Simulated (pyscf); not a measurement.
**Four-centre exchange: InH [singlet] + HCl -> InH [singlet] + HCl**

Gas phase, singlet surface, charge 0. Bonds broken: In1–H2, Cl3–H4. Bonds formed: In1–H4, H2–Cl3. PySCF, gas phase, ωB97X-D3(BJ)/def2-SVP geometries. Correlated levels are frozen-core, on RHF or UHF. ΔMP2 is the change of the MP2 total energy from the triple- to the quadruple-zeta basis.

Transition state (Å):

```xyz
4

In     0.5821    -0.3639    -1.6274
H      1.9492     0.8977     0.6436
Cl     0.7146    -0.2011     0.8797
H     -0.5302    -1.3126     0.9181
```

One imaginary mode, 1135i cm⁻¹; descent along it reached the two sides named, in the forms told below.

```tsv
bond	change	reactant side (Å)	saddle	product side
In1–H2	breaks	1.851	2.9	3.5
Cl3–H4	breaks	1.286	1.669	3.3
In1–H4	forms	3.5	2.9	1.850
H2–Cl3	forms	3.3	1.670	1.286
```

Electronic energies relative to the separated reactants (kJ/mol):

```json
[
 {"level": "ωB97X-D3(BJ)/def2-TZVP", "barrier": "236.2", "reaction energy": "0.0", "reverse barrier": "236.2"},
 {"level": "PBE/def2-TZVP", "barrier": "178.8", "reaction energy": "0.0", "reverse barrier": "178.8"},
 {"level": "r²SCAN/def2-TZVP", "barrier": "199.7", "reaction energy": "0.0", "reverse barrier": "199.7"},
 {"level": "B3LYP-D3(BJ)/def2-TZVP", "barrier": "205.9", "reaction energy": "0.0", "reverse barrier": "205.9"},
 {"level": "PBE0-D3(BJ)/def2-TZVP", "barrier": "211.5", "reaction energy": "0.0", "reverse barrier": "211.5"},
 {"level": "M06-2X/def2-TZVP", "barrier": "228.3", "reaction energy": "0.0", "reverse barrier": "228.3"},
 {"level": "ωB97M-D3(BJ)/def2-TZVP", "barrier": "247.7", "reaction energy": "0.0", "reverse barrier": "247.7"},
 {"level": "HF/def2-TZVP", "barrier": "338.5", "reaction energy": "0.0", "reverse barrier": "338.5"},
 {"level": "MP2/def2-QZVPP", "barrier": "222.6", "reaction energy": "0.0", "reverse barrier": "222.6"},
 {"level": "CCSD/def2-TZVPP", "barrier": "255.6", "reaction energy": "0.0", "reverse barrier": "255.6"},
 {"level": "CCSD(T)/def2-TZVPP", "barrier": "236.5", "reaction energy": "0.0", "reverse barrier": "236.5"},
 {"level": "CCSD(T)/def2-TZVPP + ΔMP2(QZVPP)", "barrier": "222.4", "reaction energy": "0.0", "reverse barrier": "222.4"}
]
```

With CCSD(T)/def2-TZVPP + ΔMP2(QZVPP) energies and thermal terms (ideal gas, 1 atm, RRHO with modes under 100 cm⁻¹ raised to 100, one conformer, R ln 2 for chiral ones without a mode under 150 cm⁻¹), in kJ/mol:

| T (K) | ΔH‡ | ΔG‡ | ΔH | ΔG |
|---|---|---|---|---|
| 298 | 215.0 | 250.9 | 0.0 | 0.0 |
| 600 | 214.0 | 287.8 | 0.0 | 0.0 |
| 900 | 214.7 | 324.6 | 0.0 | 0.0 |
| 1200 | 215.7 | 361.0 | 0.0 | 0.0 |

On the reactant side the descent ends in a complex, 22.0 kJ/mol under the separated species and 258.2 kJ/mol under the saddle at ωB97X-D3(BJ)/def2-TZVP. On the product side the descent ends in a complex, 21.9 kJ/mol under the separated species and 258.2 kJ/mol under the saddle at ωB97X-D3(BJ)/def2-TZVP. At the saddle there is also a short Cl–In contact that neither side keeps. The same reactants have a lower exit, to Cl–InH₂ (barrier +74.2 kJ/mol at ωB97M-D3(BJ), against +247.7 kJ/mol here). One saddle was located; it need not be the lowest between these sides. The CCSD(T) − MP2 part came from Ansatz, without density fitting, on the same reference. The frozen core leaves the outer d or s,p core shells of the metals and heavy elements correlated in the MP2 and CC values, and def2-TZVPP describes them poorly, which can shift differences by a few kcal/mol. Elements past Kr carry the def2 core potentials, without spin-orbit coupling.
